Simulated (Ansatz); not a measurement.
# H5NSi: the cost of one run

Computed with Ansatz 0.2.0, Gaussian basis. Level: PBE0-D4/def2-TZVP structures, single points in def2-TZVPP, no counterpoise correction.

Levels: SPW92, PBE-D4, BLYP-D4, r2SCAN-D4, B97M-V, PBE0-D4, B3LYP-D4, r2SCAN0-D4, BHLYP-D4, CAM-B3LYP-D4, wB97X-V, wB97M-V, B2PLYP, PBE-QIDH, RPA on PBE, Hartree-Fock, MP2, CCSD, CCSD(T).

Cores are frozen in the correlated methods. B3LYP uses VWN-RPA correlation. B2PLYP carries no dispersion term here.

95 further runs of the same task are left out: 1 that didn't finish, 94 set aside as unsound or not needed. Runs told in other sessions of the task aren't counted.

### 1 The starting structure

The complex: 12 atoms, charge 0, spin multiplicity 1.

Atoms are counted from 1 here; the program's logs count them from 0.

Bond lengths: Si1–H3 1.485 Å, Si1–H4 1.485 Å, Si1–N5 1.720 Å, Si1–H7 1.494 Å, C2–H6 1.090 Å, C2–H8 1.090 Å, C2–H9 1.090 Å, C2–H10 1.090 Å, N5–H11 1.007 Å, N5–H12 1.007 Å. Angles: H3–Si1–H4 110.7°, H3–Si1–N5 107.9°, H3–Si1–H7 107.3°, H4–Si1–N5 107.9°, H4–Si1–H7 107.3°, N5–Si1–H7 115.8°, H6–C2–H8 109.4°, H6–C2–H9 109.7°, H6–C2–H10 109.4°, H8–C2–H9 109.4°, H8–C2–H10 109.6°, H9–C2–H10 109.4°, Si1–N5–H11 119.6°, Si1–N5–H12 119.6°, H11–N5–H12 110.6°.

As a file:

```xyz
12
CH9NSi
Si   -0.68515   -0.76153   -0.64775
C     1.47420    1.64144    1.41374
H     0.49689   -0.29262   -1.41543
H    -1.49221    0.39080   -0.17098
N    -1.66899   -1.69213   -1.70878
H     1.22033    0.60324    1.62711
H    -0.17434   -1.47611    0.56100
H     1.18420    2.26561    2.25845
H     0.94482    1.97211    0.52066
H     2.54816    1.72492    1.24992
H    -1.24997   -2.41952   -2.26563
H    -2.59794   -1.95612   -1.42230
```

Its parts: SiNH5 holds atoms 1, 3, 4, 5, 7, 11, 12; CH4 holds atoms 2, 6, 8, 9, 10. Each part counts its atoms afresh in its own runs.

### 2 Relaxing SiNH5 alone

Contents of relax-a/in.yaml:

```yaml
crystal:
  periodic: [false, false, false]
  atoms:
    - {symbol: Si, position_ang: [-0.685146, -0.761528, -0.647751]}
    - {symbol: H, position_ang: [0.496886, -0.292618, -1.415435]}
    - {symbol: H, position_ang: [-1.492212, 0.390801, -0.170981]}
    - {symbol: N, position_ang: [-1.668986, -1.692132, -1.708784]}
    - {symbol: H, position_ang: [-0.174338, -1.476105, 0.560999]}
    - {symbol: H, position_ang: [-1.249969, -2.419518, -2.265627]}
    - {symbol: H, position_ang: [-2.597941, -1.956115, -1.422304]}
basis:
  gaussian: {orbitals: def2-TZVP}
hamiltonian: {xc: pbe0, dispersion: d4}
relax: {f_tol: 0.005, max_steps: 200}
```

Run with:

```console
ansatz run in.yaml --threads 4 --pin off --events-out ev --progress --plain --max-ram 9574MiB
```

**Question.** How long does this run take on 4 threads of Arm Neoverse V1, shared host?

About 1.8 s.
